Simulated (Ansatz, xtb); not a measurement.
**Loss of Cl2: C2H3Cl3 → C2H3Cl + Cl2**

Species: C2H3Cl3 `ClCC(Cl)Cl`, singlet; C2H3Cl `C=CCl`, singlet; Cl2 (chlorine), singlet. 

Shapes, held fixed at every level: PBE0-D4/def2-TZVP. Flexible molecules stand in one conformer, not always the lowest. Programs: Ansatz 0.2.0, xtb 6.7.1. The zero-point and thermal change to 298 K, harmonic and unscaled (PBE0-D4/def2-TZVP), is -9.3 kJ/mol.

| level | kind | ΔH(298 K) (kJ/mol) | less CCSD(T)/CBS estimate | CPU time (sum over the molecules) |
| --- | --- | --- | --- | --- |
| GFN2-xTB | semi-empirical | +129.0 | -44.7 | 0.14 s |
| HF/def2-SVP | Hartree–Fock | +167.5 | -6.2 | – |
| SPW92/def2-TZVPP | LDA | +204.8 | +31.1 | 13 s |
| BHLYP-D4/def2-TZVPP | global hybrid | +174.3 | +0.6 | 22 s |
| wB97M-V/def2-TZVPP | range-separated hybrid | +174.6 | +0.9 | 71 s |
| B2PLYP/def2-TZVPP | double hybrid | +160.6 | -13.1 | 37 s |
| CCSD(T)/def2-TZVPP | coupled cluster or CI | +174.5 | +0.8 | 8.4 min |
| CCSD(T)/CBS estimate | coupled cluster or CI | +173.7 | 0.0 | 13 min |

The highest level, CCSD(T)/CBS estimate, gives ΔH(298 K) = +173.7 kJ/mol; the levels span +129.0 to +204.8. The column of differences is taken from that level and isn't an error. No measured value is set beside it here. The CBS estimate extrapolates MP2 from def2-TZVPP and def2-QZVPP and adds CCSD(T) − MP2 in the triple-zeta set, cores frozen. Times are processor times on shared x86 and Arm servers, and rough.
